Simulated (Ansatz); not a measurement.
## How methods differ on PO (Phosphorus monoxide)

PO has 2 atoms, charge 0, and is taken as a doublet. SMILES: `O=[P]`. The shape is that of a GFN2-xTB optimisation.

```xyz
2

O     0.0000    0.0000    0.0000
P     0.0000    0.0000    1.4551
```

Each level gives the energy change with the O1–P2 bond stretched from 1.455 to 1.819 Å (eV). The values are calculated.

| level | kind | program | value (eV) | CPU time (all runs) |
| --- | --- | --- | --- | --- |
| UHF/STO-3G | Hartree–Fock | Ansatz | -0.43 | 0.33 s |
| USVWN5/STO-3G | LDA | Ansatz | 0.89 | 1.7 s |
| UBLYP/STO-3G | GGA | Ansatz | 0.59 | 2.8 s |
| U-r2SCAN/STO-3G | meta-GGA | Ansatz | 0.89 | 7.5 s |
| UBHLYP/STO-3G | global hybrid | Ansatz | 0.74 | 2.5 s |
| UMP2/STO-3G | perturbation theory | Ansatz | 0.28 | 0.59 s |
| UCCSD/STO-3G | coupled cluster or CI | Ansatz | ? | 0.88 s |
| UCCSDT/STO-3G | coupled cluster or CI | Ansatz | 0.59 | 1.8 s |
| UCCSDTQ/STO-3G | coupled cluster or CI | Ansatz | ? | 59 s |
| FCI/STO-3G | exact in the basis | Ansatz | 0.53 | 0.85 s |

**Question.** Estimate the missing values from the other rows.

**Answer.** As computed at these levels: UCCSD/STO-3G: 0.57 eV; UCCSDTQ/STO-3G: 0.54 eV. The first shape isn't each level's own minimum. The values span -0.43 to 0.89 eV. Spin contamination of the reference (⟨S²⟩ at least 0.1 too high) touches UHF/STO-3G, U-r2SCAN/STO-3G, UBHLYP/STO-3G, UMP2/STO-3G, UCCSD/STO-3G, UCCSDT/STO-3G, UCCSDTQ/STO-3G. All rows use very small basis sets, so even the best lies far from the true value. CPU times are rough (shared hosts, several kinds of processor): they show what a rung costs within a factor of a few.
